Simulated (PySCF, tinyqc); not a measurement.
Starting guesses with plain Roothaan steps: SCF starting guesses in the sto-3g basis, for CH2, spin multiplicity 1. Computed by the program tinyqc with PySCF. RHF with one setting changed at a time; a run stops when the energy changes by less than 1e-09 hartree and the error matrix is below 1e-5. Starts: the lowest orbitals of the core Hamiltonian, of the Wolfsberg-Helmholz matrix (K = 1.75), projected atomic densities, random orbitals, and the highest orbitals of the core Hamiltonian (a deliberately bad start).

Geometry (angstrom):

| atom | x | y | z |
|---|---|---|---|
| C | 0.0000 | 0.0000 | 0.0000 |
| H | 0.0000 | 1.0410 | 0.6140 |
| H | 0.0000 | -1.0360 | 0.6110 |

lowest restricted solution found by these runs and by PySCF = -38.348735 hartree

Largest element of the error matrix X^T (FDS - SDF) X:

| iteration | core | Wolfsberg-Helmholz | atomic densities | random | highest core orbitals |
|---|---|---|---|---|---|
| 1 | 5.9e-01 | 3.3e-01 | 6.8e-01 | 1.0e+01 | 2.4e-01 |
| 2 | 1.1e-01 | 7.0e-02 | 4.7e-02 | 5.3e-01 | 3.8e-01 |
| 3 | 3.1e-02 | 3.1e-02 | 2.0e-02 | 3.0e-01 | 3.7e-01 |
| 4 | 9.4e-03 | 1.3e-02 | 9.1e-03 | 9.1e-02 | 3.7e-02 |
| 5 | 2.9e-03 | 5.9e-03 | 4.1e-03 | 5.9e-02 | 1.0e-02 |
| 6 | 9.7e-04 | 2.6e-03 | 1.9e-03 | 5.2e-02 | 2.9e-03 |
| 8 | 1.2e-04 | 5.3e-04 | 3.8e-04 | 3.9e-02 | 2.4e-04 |
| 10 | 1.6e-05 | 1.1e-04 | 8.0e-05 | 2.8e-02 | 2.8e-05 |
| 14 | - | 4.7e-06 | - | 1.4e-02 | - |
| 20 | - | - | - | 5.0e-03 | - |
| 30 | - | - | - | 8.3e-04 | - |
| 45 | - | - | - | 5.7e-05 | - |

How each run ends:

| run | iterations | E (hartree) | state |
|---|---|---|---|
| core | 11 | -38.195962 | higher |
| Wolfsberg-Helmholz | 14 | -38.348735 | lowest found |
| atomic densities | 13 | -38.348735 | lowest found |
| random | 56 | -38.348735 | lowest found |
| highest core orbitals | 12 | -38.348735 | lowest found |

What does the comparison show, and why?

4 of 5 runs reach the lowest restricted solution found, in 12 to 56 iterations (fastest: highest core orbitals). Ending on a higher stationary point: core; a small error matrix cannot reveal that, and an occupation fixed by the start is kept by symmetry or by the shape of the basin. The first errors are 6e-01, 3e-01, 7e-01, 1e+01, 2e-01. The restricted reference is unstable here: a spin-polarised solution lies 0.0342 hartree lower (PySCF), so results built on it describe a poor reference.
